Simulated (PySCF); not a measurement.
Compound: C3H3Cl2 (doublet state).
Z-matrix (Å and degrees, GFN2-xTB geometry), rows numbered from 1:
```
C 
C   1  1.2871
C   2  1.3873  1  156.11
Cl  3  1.9604  2  109.92  1    -9.80
Cl  3  1.7668  2  113.11  1   108.47
H   1  1.0878  2  123.01  3     3.33
H   1  1.0804  2  122.27  3  -177.47
H   3  1.0882  2  116.12  1  -123.40
```

The hyperfine couplings belong to this conformer and change with its torsions.

As a line formula: `C(Cl)([C]=C)Cl` [radical].

Method used: UKS B3LYP, pcH-1 on C Cl H, non-relativistic, mean-field spin-orbit, GIAO (PySCF 2.14.0). Isolated species at its GFN2-xTB geometry (one conformer only). A GFN2-xTB geometry isn't a minimum of the functional, and hyperfine couplings can be far from their values at a DFT geometry. No stability test was run, so a lower SCF solution isn't excluded.

Question: Break the g tensor into its mass correction, gauge correction and orbital-Zeeman/spin–orbit terms.

Answer: 
```tsv
Δg (ppt)	1	2	3
relativistic mass correction	-0.19	-0.19	-0.19
gauge correction	0.01	0.02	0.02
orbital Zeeman/spin–orbit	-0.35	5.43	6.61
total	-0.54	5.25	6.43
```

So g = 2.00178, 2.00757, 2.00875 and g_iso = 2.00604; the tensor is rhombic: the two nearest values differ by 17 % of g3 − g1. 

Question: What effective moment and Curie constant follow for a powder?

Answer: With the mean of g² = 4.0242 and S(S+1) = 0.75: μ_eff = √(⟨g²⟩S(S+1)) = 1.737 μB and χT = 0.12505·⟨g²⟩·S(S+1) = 0.377 cm³ K/mol (cgs; spin-Hamiltonian part alone).

Question: How much does each term add to the isotropic shift?

Answer: The orbital-Zeeman/spin–orbit term 3.89, the mass correction -0.19 and the gauge correction 0.01 ppt, for a total of 3.72 ppt. The orbital-Zeeman/spin–orbit term is the largest in size. The mass correction is the same along every axis, so the anisotropy comes from the other two: their spans along these axes are 0.01 (gauge) and 6.96 ppt (orbital Zeeman/spin–orbit).

Question: At 9.617 GHz, how far is the centre of the isotropic spectrum from where a free electron (g = 2.002319) resonates?

Answer: B = hν/(g μB) with μB/h = 13.99624 MHz/mT gives 343.16 mT for the free electron and 342.52 mT at g_iso, 0.64 mT lower.

Question: In a frozen sample, at which fields do the three g values resonate at 9.5, 34, 94 and 263 GHz (hyperfine left aside), and which band first spreads them over more than twice a line width of 0.5 mT?

Answer: 
| band | GHz | B(g3) mT | B(g2) mT | B(g1) mT | spread mT |
| --- | --- | --- | --- | --- | --- |
| X | 9.5 | 337.90 | 338.10 | 339.08 | 1.18 |
| Q | 34.0 | 1209.32 | 1210.03 | 1213.53 | 4.21 |
| W | 94.0 | 3343.41 | 3345.38 | 3355.06 | 11.65 |
| J | 263.0 | 9354.43 | 9359.94 | 9387.02 | 32.59 |

The spread grows in proportion to the frequency. X band is the first where it exceeds 1.0 mT.

The largest Mulliken spin populations are on C2 (+0.85), Cl4 (+0.22), C1 (-0.15) and H6 (+0.08). The positive populations add up to 1.21 and the negative ones to -0.21, together 2S = 1.

The HOMO–LUMO gaps are 5.39 eV among the α and 4.59 eV among the β orbitals.
